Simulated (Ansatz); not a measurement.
Results of LDA (plane waves, PAW; Ansatz, a quantum-chemistry and plane-wave program) for fcc Ni.

Settings: plane-wave cutoff 520 eV, 26×26×26 k mesh, Fermi–Dirac smearing 0.05 eV, spin-polarised with parallel moments, scalar-relativistic PAW data made under PBE.

Computed at the level's own relaxed cell.

Question: Predict the pressure derivative B′ of the bulk modulus, volume per atom, equilibrium lattice constant a and magnetic moment per atom (the cell's total over its atoms).

Answer: 
- pressure derivative B′ of the bulk modulus = 4.9
- volume per atom = 10.03 Å³/atom
- equilibrium lattice constant a = 3.423 Å
- magnetic moment per atom (the cell's total over its atoms) = 0.58 μB

The run finds no gap.

Measured, for comparison: equilibrium volume per atom 10.79 Å³/atom, lattice constant a 3.508 Å (static lattice: zero-point anharmonic expansion removed; as tabulated in Mejia-Rodriguez and Trickey (2018), arXiv:1807.09216). Computed (rounded) less measured: equilibrium volume per atom -7.0 %, lattice constant a -2.4 %.

Moments are spin moments.

Static lattice: no zero-point or thermal effects.

It cost about 2.7 core-minutes (a rough figure) of CPU time.
